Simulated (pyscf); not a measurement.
## Elimination: `[PH2][InH2]` → `[PH]=[InH]` + `[H][H]`

Gas phase, singlet surface, charge 0. Bonds broken: P1–H3, In2–H5. Bonds formed: H3–H5. Optimised with ωB97X-D3(BJ)/def2-SVP in PySCF.

Transition state (Å):

```xyz
6

P     -0.2363     1.5873    -1.0648
In     0.9425     0.3251     0.6165
H     -0.0810    -0.2871    -1.0599
H     -1.4252     0.9757    -0.5586
H     -0.0408    -1.1270    -0.3927
H      2.2619    -0.3132     1.4910
```

One imaginary mode, 1704i cm⁻¹; descent along it reached the two sides named.

```csv
bond,change,reactant side (Å),saddle,product side
P1–H3,breaks,1.425,1.881,3.8
In2–H5,breaks,1.727,2.023,2.9
H3–H5,forms,4.4,1.073,0.762
```

Electronic energies relative to the reactant's lowest minimum found (kcal/mol):

| level | barrier | reaction energy | reverse barrier |
|---|---|---|---|
| ωB97X-D3(BJ)/def2-TZVP | 62.0 | +29.1 | 32.9 |
| PBE/def2-TZVP | 48.4 | +22.0 | 26.4 |
| r²SCAN/def2-TZVP | 52.5 | +24.6 | 27.9 |
| B3LYP-D3(BJ)/def2-TZVP | 55.4 | +24.0 | 31.4 |
| PBE0-D3(BJ)/def2-TZVP | 54.5 | +26.8 | 27.7 |
| M06-2X/def2-TZVP | 56.1 | +23.9 | 32.2 |
| ωB97M-D3(BJ)/def2-TZVP | 60.1 | +28.5 | 31.6 |
| HF/def2-TZVP | 75.7 | +32.6 | 43.1 |

With ωB97M-D3(BJ)/def2-TZVP energies and thermal terms (ideal gas, 1 atm, RRHO with modes under 100 cm⁻¹ raised to 100, one conformer, R ln 2 for chiral ones without a mode under 150 cm⁻¹), in kcal/mol:

```json
[
 {"T (K)": "298", "ΔH‡": "57.6", "ΔG‡": "58.0", "ΔH": "+26.6", "ΔG": "+18.9"},
 {"T (K)": "600", "ΔH‡": "57.1", "ΔG‡": "58.6", "ΔH": "+26.9", "ΔG": "+11.0"},
 {"T (K)": "900", "ΔH‡": "56.8", "ΔG‡": "59.5", "ΔH": "+26.5", "ΔG": "+3.1"},
 {"T (K)": "1200", "ΔH‡": "56.4", "ΔG‡": "60.4", "ΔH": "+25.9", "ΔG": "-4.6"}
]
```

At the saddle there is also a short H–In contact that neither side keeps. The same reactants have a lower exit, to PH₃ + InH [singlet] (barrier +52.5 kcal/mol at ωB97M-D3(BJ)/def2-TZVP, against +60.1 kcal/mol here). HP=InH lies 28.6 kcal/mol over its isomer H₂P–In [singlet] (electronic energy, ωB97M-D3(BJ)/def2-TZVP). This is the saddle that the search found; another between the same sides may lie lower. Elements past Kr carry the def2 core potentials, without spin-orbit coupling.
